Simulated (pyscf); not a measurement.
PySCF, gas phase, ωB97X-D3(BJ)/def2-SVP geometries.

SMILES: [GaH2][PH][GaH2]
```xyz
8

Ga     0.4735    -1.1172    -0.1546
P      1.0497     0.9797    -0.8034
Ga    -0.7207     2.0356     0.1455
H     -0.9165    -1.6610    -0.6231
H      1.4893    -1.9829     0.6615
H      2.0857     1.2847     0.1181
H     -0.4751     3.2059     1.1540
H     -2.1516     1.5984    -0.3115
```
Charge 0, spin multiplicity 1.

Question: What is the homolytic dissociation enthalpy (298 K, ωB97M-D3(BJ)/def2-TZVP) of the Ga–H bond of `[GaH2][PH][GaH2]`, to [HGa–PH–GaH₂]• + H•?

Answer: Ga–H to [HGa–PH–GaH₂]• + H•: 78.0 kcal/mol. The 7 functionals that were run give +73.3 (PBE) to +78.9 kcal/mol (ωB97X-D3(BJ)). The radicals are drawn with the spin at the cut bond; how far it spreads was not checked. Other isomers of [HGa–PH–GaH₂]• were not searched in full and may lie lower. Elements up to Kr have no core potential and no relativistic terms here.
